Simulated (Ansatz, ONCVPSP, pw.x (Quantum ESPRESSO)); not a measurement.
**From atom to crystal: ONCV potential for tungsten (W)**

W, optimised norm-conserving Vanderbilt (ONCV), made with ONCVPSP 4.0.1.1 (patched build) (PBEsol, scalar-relativistic). Core [Kr] 4d10 4f14, reference 5s2 5p6 5d4 6s2. Waves: 5s+6s: rc 1.44 bohr, ncon 3, nbas 7, qcut 8.1 1/bohr, 2 projectors; 5p: rc 2.20 bohr, ncon 4, nbas 7, qcut 5.4 1/bohr, 2 projectors, debl 2.5 Ha; 5d: rc 3.06 bohr, ncon 4, nbas 8, qcut 4.3 1/bohr, 2 projectors, debl 3.1 Ha. Local part: polynomial inside 1.40 bohr (lpopt 5, dvloc0 6 Ha). Core correction: polynomial model core, fcfact 0.35.

Atomic tests: cutoffs needed: 25 Ha and 29 Ha (the cutoffs (Ha) at which the residual kinetic energy of the hardest occupied pseudo-wave falls to 1 and 0.1 mHa per electron); ghost test: no bound ghost flagged; no localised positive-energy state flagged; largest excitation error: -14 meV (all-electron minus pseudo) for 5s2 5p6 5d4 6s0, out of 4 test configurations.

Crystal test: bcc W in pw.x 7.5, no spin, 15³ k-points, Fermi–Dirac smearing 0.01 Ry, cutoffs 70/280 Ry. The reference is all-electron LAPW (Ansatz 0.2.0) with the same functional, mesh and smearing; V0 and B0 come from Birch–Murnaghan fits to the pressures at five volumes. Errors are pseudo minus all-electron; Δ is the rms difference of the E(V) curves that follow from these fits, minima aligned, over ±6 % about the mean V0. Mesh and smearing are coarse, so the numbers serve the comparison and aren't converged zero-temperature values; the lattice is a test structure that the element need not adopt.

```csv
V (Å³/atom),P all-electron (GPa),P pseudo (GPa)
14.903,18.56,11.94
15.295,8.81,3.07
15.687,0.22,-4.79
16.079,-7.35,-11.75
16.471,-14.00,-17.89
```

All-electron: a0 = 3.155 Å (V0 = 15.70 Å³/atom), B0 = 321.1 GPa.

Pseudopotential: mean pressure error (GPa): -5.13; a0 (Å): 3.137; a0 error (%): -0.55; B0 error (%): -2.2; Δ (meV/atom): 18.0. The largest radius (3.06 bohr) exceeds half the bond length (2.58 bohr), so the spheres overlap, which is one possible source of error among others. This is a poor potential for the solid.

Question: At the middle volume, how do free energy and pressure move when the wave cutoff is lowered (ecutrho kept at four times it)?

Answer:

```json
{"cutoff (Ry)": "32", "shift of F (meV/atom)": "+2638.0", "shift of P (GPa)": "-95.27"}
{"cutoff (Ry)": "42", "shift of F (meV/atom)": "+402.8", "shift of P (GPa)": "-23.95"}
{"cutoff (Ry)": "56", "shift of F (meV/atom)": "+13.1", "shift of P (GPa)": "-1.10"}
```

The run at the middle volume (120 k-points, 8 iterations) took about 40 s on one core of a shared host (Neoverse-N1, 64 threads, 124 GiB, load 53).
